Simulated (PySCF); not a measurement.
Molecule: `C=C(C)/C=C/Cl`, C₅H₇Cl.

Bonds (- single, = double, # triple, : aromatic): C1=C2, C2-C3, C2-C4, C4=C5, C5-Cl6. C1 carries H7, H8; C3 carries H9, H10, H11; C4 carries H12; C5 carries H13. Stereochemistry as in C=C(C)/C=C/Cl. H7 is cis to C3; H8 is trans to C3.

Frames of a GFN2-xTB Langevin trajectory at 300 K; GIAO PBE0/pcSseg-1 shieldings in PySCF 2.14.0 with density-fitted response routines, gas phase, non-relativistic; equivalent atoms averaged within each frame.

References, each an isolated molecule treated in the same way: ¹³C (σref 186.93) and ¹H (σref 31.72) against TMS; ³⁵Cl (σref 949.78) vs HCl. The references are static minima.

Problem. How do the shifts (ppm) fluctuate along the trajectory?

Solution. 
| time (fs) | C2 | C4 | C5 | C1 | C3 | Cl6 | H13 | H12 | H7 | H8 |
| --- | --- | --- | --- | --- | --- | --- | --- | --- | --- | --- |
| optimised geometry | 147.3 | 144.1 | 132.2 | 125.2 | 20.7 | 205 | 6.18 | 6.74 | 5.35 | 5.27 |
| 250 | 143.1 | 138.4 | 131.4 | 121.5 | 20.3 | 182 | 6.32 | 5.89 | 5.71 | 5.21 |
| 425 | 150.7 | 144.2 | 138.2 | 133.9 | 21.2 | 211 | 6.15 | 6.82 | 5.61 | 5.97 |
| 625 | 162.7 | 138.5 | 129.7 | 134.7 | 21.3 | 200 | 6.64 | 6.69 | 5.91 | 5.32 |
| 800 | 138.8 | 138.7 | 133.8 | 121.9 | 29.6 | 217 | 6.62 | 6.89 | 6.05 | 4.82 |
| 1000 | 151.2 | 159.6 | 140.2 | 123.9 | 25.5 | 208 | 6.98 | 7.21 | 6.13 | 5.45 |
| mean of frames | 149.3 | 143.9 | 134.6 | 127.2 | 23.6 | 204 | 6.54 | 6.70 | 5.88 | 5.35 |
| standard deviation | 9.1 | 9.1 | 4.4 | 6.6 | 3.9 | 13 | 0.32 | 0.49 | 0.22 | 0.42 |

5 frames give an uncertainty of the mean of about the standard deviation over 2.2 at best, since frames this close in time may not be independent; classical motion lacks zero-point vibration, and the reference would need the same averaging.
